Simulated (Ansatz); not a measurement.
Species: pyrrole, C4H5N, charge 0, multiplicity 1. SMILES: c1ccc[nH]1
Structure (B3LYP-D3(BJ)/def2-TZVP (Ansatz, a first-principles code) minimum search):
```
N
H 1 1.0036
C 1 1.3709 2 125.06
C 1 1.3709 2 125.06 3 180.00
C 4 1.3739 1 107.64 2 -180.00
C 3 1.3739 1 107.64 2 180.00
H 3 1.0761 1 121.31 2 0.00
H 4 1.0761 1 121.31 2 0.00
H 5 1.0770 4 125.75 8 0.00
H 6 1.0770 3 125.75 7 0.00
```
Charge 0, spin multiplicity 1.

Parts of the frozen-core correlation energy in aug-cc-pVDZ (Ansatz, hartree). Frozen orbitals: 5; correlated occupied orbitals by spin: 13 and 13; virtual: 142 and 142. Spin-orbit coupling is left out. No relativistic terms.

| term | value |
|---|---|
| reference (HF) | -208.83859 |
| MP2 opposite-spin | ? |
| MP2 same-spin | ? |
| CCSD correlation | -0.74962 |
| (T) | ? |
| T1 diagnostic | 0.011 |
| largest doubles amplitude | 0.056 |

### Question
Fill in the missing entries.

### Answer

- MP2 opposite-spin, value: -0.53198
- MP2 same-spin, value: -0.19078
- (T), value: -0.03336
